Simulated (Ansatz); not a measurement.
# UHF/def2-SVPD run of AlNH3S (SMILES [NH2][Al][SH])

Aim: the energy change on altering one bond length of AlNH3S at UHF/def2-SVPD, from 2 runs. 

The results are computed with Ansatz 0.2.0.

59 further runs of the same task are left out: 59 set aside as unsound or not needed. Runs told in other sessions of the task aren't counted.

## Step 1: Starting point

The species is AlNH3S (6 atoms), meant as a doublet with charge 0. As SMILES, `[NH2][Al][SH]`. The shape is that of a PBE0-D4/def2-TZVP optimisation. This is one conformer, not always the lowest.

Bond lengths: N1–Al2 1.770 Å, Al2–S3 2.208 Å, N1–H4 1.009 Å, N1–H5 1.007 Å, S3–H6 1.343 Å. Angles: N1–Al2–S3 115.8°, Al2–N1–H4 125.1°, Al2–N1–H5 124.5°, Al2–S3–H6 93.4°, H4–N1–H5 110.4°.

## Step 2: A single-point energy at UHF/def2-SVPD

The input, molecule.yaml:

```yaml
basis:
  gaussian:
    orbitals: def2-SVPD
crystal:
  periodic: [false, false, false]
  atoms:
    - {symbol: N, position_ang: [-0.909500, 0.196700, -0.977100]}
    - {symbol: Al, position_ang: [0.142900, -0.793800, 0.045400]}
    - {symbol: S, position_ang: [1.372100, 0.308200, 1.511800]}
    - {symbol: H, position_ang: [-0.980700, 1.201900, -0.933300]}
    - {symbol: H, position_ang: [-1.523300, -0.168400, -1.686700]}
    - {symbol: H, position_ang: [1.940700, -0.808600, 1.993700]}
magnetization:
  spin_polarized: true
  initial_magnetization: 1
hamiltonian:
  xc: hf
accuracy: high
output: {orbitals: {seedname: orbitals}}
```

On the command line:

```
ansatz run molecule.yaml --threads 1 --pin off --max-ram 2610MiB --events-out events.jsonl --progress --plain --runs-dir runs
```

Output:

```text
Warning: RAYON_NUM_THREADS=1 ignored (pool sized by the plan → 1); use --threads N
Functional definition: HF
  name "HF"
  exchange = exact_x
  correlation = 0
1837 factors; integrals over basis functions are off by at most 4.0e-9 eV
mean field evaluation 1: about -18921.2666 eV, gradient 2.4e1 eV
mean field evaluation 2: about -18921.2714 eV, gradient 2.4e1 eV
mean field evaluation 4: about -18924.6032 eV, gradient 2.4e0 eV
mean field evaluation 8: about -18924.7313 eV, gradient 1.7e-1 eV
mean field -18924.73228582 eV, -695.4710838598 hartree, gradient 1.8e-8 eV, S^2 0.753558; 0 other end points of the search recorded, 0 dependent functions left out
reference -18924.73228582 eV, -695.4710838598 hartree; 20, 19 occupied and 75, 76 virtual orbitals, 1837 factors
Total energy: -18924.73228582 eV, -695.4710838598 hartree
```

Run time: 6.3 s. Hardware: 1 thread of Arm Neoverse N1, shared host; peak memory 0.3 GiB.

## Step 3: The distorted shape, same level

The input, input.yaml:

```yaml
crystal:
  periodic: [false, false, false]
  atoms:
    - {symbol: "N", position_ang: [-2.172397, 1.385316, -2.204116]}
    - {symbol: Al, position_ang: [0.142900, -0.793800, 0.045400]}
    - {symbol: S, position_ang: [1.372100, 0.308200, 1.511800]}
    - {symbol: H, position_ang: [-2.243597, 2.390516, -2.160316]}
    - {symbol: H, position_ang: [-2.786197, 1.020216, -2.913716]}
    - {symbol: H, position_ang: [1.940700, -0.808600, 1.993700]}
basis:
  gaussian:
    orbitals: def2-SVPD
magnetization:
  spin_polarized: true
  initial_magnetization: 1
hamiltonian:
  xc: hf
accuracy: high
output:
  orbitals: {seedname: orbitals}
```

On the command line:

```
ansatz run input.yaml --threads 1 --pin off --max-ram 2610MiB --events-out events.jsonl --progress --plain --runs-dir runs
```

Output, shortened:

```text
Warning: RAYON_NUM_THREADS=1 ignored (pool sized by the plan → 1); use --threads N
[... 2 set-up lines as earlier in the session ...]
[...]
1807 factors; integrals over basis functions are off by at most 3.9e-9 eV
[...]
mean field -18922.34073066 eV, -695.3831958284 hartree, gradient 4.9e-8 eV, S^2 0.766137; 2 other end points of the search recorded, 0 dependent functions left out
reference -18922.34073066 eV, -695.3831958284 hartree; 20, 19 occupied and 75, 76 virtual orbitals, 1807 factors
Total energy: -18922.34073066 eV, -695.3831958284 hartree
```

Wall time 23 s (1 thread of Arm Neoverse N1, shared host); peak memory 0.31 GiB.

## Step 4: Results

At UHF/def2-SVPD:

```
                                                          quantity          value
                                         first shape: total energy  -695.47108 Eh
                   first shape: HOMO energy (highest over α and β)       -8.47 eV
                    first shape: LUMO energy (lowest over α and β)        0.46 eV
                                                 first shape: ⟨S²⟩          0.754
                                     distorted shape: total energy  -695.38320 Eh
               distorted shape: HOMO energy (highest over α and β)       -7.90 eV
                distorted shape: LUMO energy (lowest over α and β)        1.36 eV
                                             distorted shape: ⟨S²⟩          0.766
energy change with the N1–Al2 bond stretched from 1.770 to 3.895 Å       2.392 eV
```

What this shows: With the N1–Al2 bond stretched from 1.770 to 3.895 Å the energy rises by 2.39 eV (231 kJ/mol). The first shape isn't relaxed at this level, so the change isn't measured from a minimum.
